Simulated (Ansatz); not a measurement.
Input for Ansatz (development build ahead of 0.2.0):

```yaml
crystal:
  periodic: [false, false, false]
  atoms:
    - { symbol: "N", position_ang: [0.0, 0.0, 0.0] }
    - { symbol: S, position_ang: [0.0, 0.0, 4.928] }
basis:
  gaussian: { orbitals: pcseg-2 }
magnetization:
  initial_magnetization: 1
hamiltonian:
  xc: pbe0
```

The input is written out in the form of the current development build from the run's settings.

Output:

```yaml
Converged: yes
Total_energy: -452.34324 hartree
Spin_squared_of_the_determinant: 0.750
Stability_test: minimum among restricted orbitals
```

Caution: charge can spread falsely over distant fragments; an unrestricted determinant lies well below.
